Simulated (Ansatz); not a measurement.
**Property card for SiO$_{2}$**

Level of theory: DFT r2SCAN, scalar-relativistic, plane waves, PAW in Ansatz 0.2.0.

Cutoff 500 eV; k points 4×4×4 on the computed 24-atom cell (Γ-centred); Gaussian smearing, width 0.02 eV; no spin polarisation.

The structure is relaxed at this level of theory with its symmetry kept. This form isn't the usual stable structure of the compound.

```
Si O
1.0
     4.53342   -5.07816    0.00000
     4.53342    5.07816    0.00000
     0.00000    0.00000    8.95704
Si O
8 16
Direct
  0.30525 0.03488 0.90796
  0.46512 0.19475 0.59204
  0.03488 0.30525 0.09204
  0.19475 0.46512 0.40796
  0.96512 0.69475 0.90796
  0.69475 0.96512 0.09204
  0.80525 0.53488 0.59204
  0.53488 0.80525 0.40796
  0.82069 0.82069 0.00000
  0.63503 0.86497 0.25000
  0.67931 0.67931 0.50000
  0.32492 0.67508 0.38059
  0.13503 0.36497 0.25000
  0.86497 0.63503 0.75000
  0.17931 0.17931 0.00000
  0.36497 0.13503 0.75000
  0.00000 0.50000 0.00000
  0.17508 0.82492 0.88059
  0.67508 0.32492 0.61941
  0.82492 0.17508 0.11941
  0.32069 0.32069 0.50000
  0.50000 0.00000 0.00000
  0.00000 0.50000 0.50000
  0.50000 0.00000 0.50000
```

Q: Formation energy from the elements' standard states (uncorrected)?

A: -3.001 eV/atom.

Q: Generalised Kohn–Sham band gap?

A: 6.12 eV, direct at Γ.

Q: Löwdin character of the top 1 eV of the valence band?

A: O 2p 97 %.

Q: Electron masses at the edge by Cartesian direction of the standard setting (m_e; degenerate bands sorted by energy; no spin-orbit coupling)?

A: x: 0.60; y: 0.60; z: 0.60.

Q: Hole masses at the edge by Cartesian direction of the standard setting (m_e; degenerate bands sorted by energy; no spin-orbit coupling)?

A: x: 0.94; y: 9.6; z: 2.4.

Cost: 11 runs of about 100 core-minutes in all, on Oxide Virtual Turin-like Processor (Zen 5) (shared hosts).